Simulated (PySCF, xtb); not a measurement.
Bond stretch in LiH, singlet.

- GFN1-xTB (xtb)
- RKS-B3LYP/6-31G* = restricted B3LYP/6-31G*, spherical d in PySCF 2.14.0
- UKS-B3LYP/6-31G* = unrestricted B3LYP/6-31G*, spherical d in PySCF
- UCCSD(T) = CCSD(T) on UHF/cc-pVTZ (PySCF 2.14.0)

Energies relative to the lowest point of each curve near equilibrium, in kcal/mol; the last columns give the difference from UCCSD(T):

| R / Å | GFN1-xTB | RKS-B3LYP/6-31G* | UKS-B3LYP/6-31G* | UCCSD(T) | GFN1-xTB − UCCSD(T) | RKS-B3LYP/6-31G* − UCCSD(T) | UKS-B3LYP/6-31G* − UCCSD(T) |
|---|---|---|---|---|---|---|---|
| 1.21 | 6.2 | 20.5 | 20.5 | 18.3 | -12.1 | 2.2 | 2.2 |
| 1.28 | 2.7 | 12.9 | 12.9 | 11.2 | -8.4 | 1.7 | 1.7 |
| 1.35 | 0.8 | 7.4 | 7.4 | 6.2 | -5.3 | 1.3 | 1.3 |
| 1.45 | 0.0 | 2.6 | 2.6 | 1.9 | -1.9 | 0.7 | 0.7 |
| 1.50 | 0.2 | 1.2 | 1.2 | 0.8 | -0.6 | 0.4 | 0.4 |
| 1.54 | 0.5 | 0.5 | 0.5 | 0.2 | 0.3 | 0.2 | 0.2 |
| 1.60 | 1.3 | 0.0 | 0.0 | 0.0 | 1.3 | 0.0 | 0.0 |
| 1.65 | 2.2 | 0.0 | 0.0 | 0.2 | 2.0 | -0.2 | -0.2 |
| 1.69 | 3.0 | 0.3 | 0.3 | 0.6 | 2.4 | -0.3 | -0.3 |
| 1.74 | 4.2 | 0.9 | 0.9 | 1.3 | 2.9 | -0.4 | -0.4 |
| 1.86 | 7.5 | 3.2 | 3.2 | 3.8 | 3.7 | -0.7 | -0.7 |
| 1.99 | 12.0 | 6.7 | 6.7 | 7.5 | 4.5 | -0.7 | -0.7 |
| 2.14 | 17.5 | 11.6 | 11.6 | 12.3 | 5.3 | -0.7 | -0.7 |
| 2.42 | 28.5 | 21.4 | 21.4 | 21.8 | 6.7 | -0.3 | -0.3 |
| 2.63 | 37.1 | 28.8 | 28.8 | 28.6 | 8.4 | 0.2 | 0.2 |
| 2.89 | 48.0 | 37.4 | 36.7 | 36.3 | 11.8 | 1.1 | 0.5 |
| 3.18 | 60.3 | 46.0 | 43.0 | 43.3 | 17.0 | 2.7 | -0.2 |
| 3.55 | 75.3 | 55.2 | 48.5 | 49.7 | 25.7 | 5.6 | -1.2 |
| 3.92 | 88.6 | 62.8 | 51.9 | 53.4 | 35.1 | 9.4 | -1.5 |
| 4.31 | 99.9 | 69.1 | 54.2 | 55.5 | 44.4 | 13.6 | -1.3 |
| 4.75 | — | 74.6 | 55.7 | 56.5 | — | 18.1 | -0.8 |
| 5.55 | — | 81.3 | 56.7 | 56.9 | — | 24.4 | -0.3 |
| 6.33 | — | 84.9 | 56.8 | 57.0 | — | 27.9 | -0.1 |

GFN1-xTB is furthest from UCCSD(T) at 4.31 (44.4 kcal/mol, above); its mean absolute difference over the points is 10.0 kcal/mol.

RKS-B3LYP/6-31G* is furthest from UCCSD(T) at 6.33 (27.9 kcal/mol, above); its mean absolute difference over the points is 4.9 kcal/mol.

UKS-B3LYP/6-31G* is furthest from UCCSD(T) at 1.21 (2.2 kcal/mol, above); its mean absolute difference over the points is 0.7 kcal/mol.

Dashes: no converged value, or the column stops at the first point that the program doubted or that broke a chosen test of continuity, which isn't proof of a fault.

The restricted form behind RKS-B3LYP/6-31G* keeps the bonding electrons paired and can't separate into open-shell fragments. The unrestricted determinant behind UKS-B3LYP/6-31G* is spin-contaminated at 2.89 to 6.33 Å (<S²> up to 1.0, against 0.00 for a pure singlet). The unrestricted determinant behind UCCSD(T) is spin-contaminated at 2.42 to 6.33 Å (<S²> up to 1.0, against 0.00 for a pure singlet).
